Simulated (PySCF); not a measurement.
Relaxation of singlet MgCl₂

All numbers come from PySCF, PBE0, basis Mg def2-TZVP, Cl def2-TZVP (no relativity, density fitting). A (50,194) grid was used.

A hand-made bent start, of C2v symmetry, held to at least that symmetry:

```xyz
3
charge 0 multiplicity 1, angstrom
Mg    0.0000    0.0000   -1.0165
Cl    1.9496    0.0000    0.3486
Cl   -1.9496    0.0000    0.3486
```

(1) What forces act on the atoms at the start (eV/Å)?

(2) What does it relax to?

(3) How much energy is released, and in how many steps?

Results:

(1) 
```csv
atom,Fx,Fy,Fz
Mg1,0.00,0.00,2.83
Cl2,-1.07,0.00,-1.41
Cl3,1.07,0.00,-1.41
```

(2) It ends at D∞h with Mg–Cl 2.170 Å (×2); Cl–Mg–Cl 180.0°. A frequency run shows a minimum.

(3) 112.8 kJ/mol in 9 steps.

The relaxation took 10 s on 2 threads of a shared Arm Neoverse V2 host, with 106 basis functions and 10 gradients; the process peaked at 0.54 GiB. Launch command: `OMP_NUM_THREADS=2 python axn.py task.json out`.
